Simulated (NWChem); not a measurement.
C3H7, doublet; SMILES C[CH]C

Computed with NWChem. Spin-unrestricted. In the optimisation the excess spin sits in a' (Cs, its own frame). Coordinates come from a PBE0/def2-SVP, spin-unrestricted optimisation. No stability test was run on the SCF state. Level TPSS/def2-SVP: single points from the atomic guess with DIIS by default; each run changes one setting, and all converged runs end within 0.3 mHa of each other. NWChem's automatic level shift, which a small gap switches on, acted in some of these runs.

Question: Which setting needs the most SCF iterations, or fails (core-Hamiltonian guess; defaults; DIIS on 3 Fock matrices; occupation smearing of 0.005 Ha; no level shifting; level shift of 0.5 Ha throughout)?

Answer: core-Hamiltonian guess, with 17 against 7 for the defaults.
```json
[
 {"setting": "defaults", "SCF iterations": "7"},
 {"setting": "occupation smearing of 0.005 Ha", "SCF iterations": "7"},
 {"setting": "core-Hamiltonian guess", "SCF iterations": "17"},
 {"setting": "DIIS on 3 Fock matrices", "SCF iterations": "7"},
 {"setting": "level shift of 0.5 Ha throughout", "SCF iterations": "8"},
 {"setting": "no level shifting", "SCF iterations": "7"}
]
```
